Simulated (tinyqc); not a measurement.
Worked calculation: Pariser-Parr-Pople SCF with singles CI, for the molecule C=C1C=CC=C1 (SMILES; centres numbered as the heavy atoms are written). One step of it, computed by the program tinyqc.

Task: Iteration 2: orbitals and new P. Diagonalise F (the basis is taken as orthonormal) and form P = 2 sum c c over the lowest orbitals; 0.3 of the old P is kept.

F (eV):
```
           1C         2C         3C         4C         5C         6C
1C  -6.895504  -4.273227  -0.314165   0.387455   0.387455  -0.314165
2C  -4.273227  -6.440693  -3.507616   0.216354   0.216354  -3.507616
3C  -0.314165  -3.507616  -5.934757  -4.440997   0.157189   0.783575
4C   0.387455   0.216354  -4.440997  -5.728243  -3.787154   0.157189
5C   0.387455   0.216354   0.157189  -3.787154  -5.728243  -4.440997
6C  -0.314165  -3.507616   0.783575   0.157189  -4.440997  -5.934757
```

pi electrons, sum of z_r less the charge = 6

P after iteration 1:
```
           1C         2C         3C         4C         5C         6C
1C   0.586031   0.718197   0.167595  -0.267353  -0.267353   0.167595
2C   0.718197   1.134472   0.426276  -0.108500  -0.108500   0.426276
3C   0.167595   0.426276   1.113978   0.782082  -0.078837  -0.393077
4C  -0.267353  -0.108500   0.782082   1.025770   0.532826  -0.078837
5C  -0.267353  -0.108500  -0.078837   0.532826   1.025770   0.782082
6C   0.167595   0.426276  -0.393077  -0.078837   0.782082   1.113978
```

Give: orbital energies; P after iteration 2.

Result:

orbital energies (eV): -13.8649  -10.8782  -9.5113  -4.2608  0.8519  1.0011

P after iteration 2:
```
         1C       2C       3C       4C       5C       6C
1C   0.7456   0.8038   0.1771  -0.2978  -0.2978   0.1771
2C   0.8038   1.0330   0.3942  -0.0634  -0.0634   0.3942
3C   0.1771   0.3942   1.0893   0.8054  -0.0740  -0.3855
4C  -0.2978  -0.0634   0.8054   1.0214   0.4963  -0.0740
5C  -0.2978  -0.0634  -0.0740   0.4963   1.0214   0.8054
6C   0.1771   0.3942  -0.3855  -0.0740   0.8054   1.0893
```
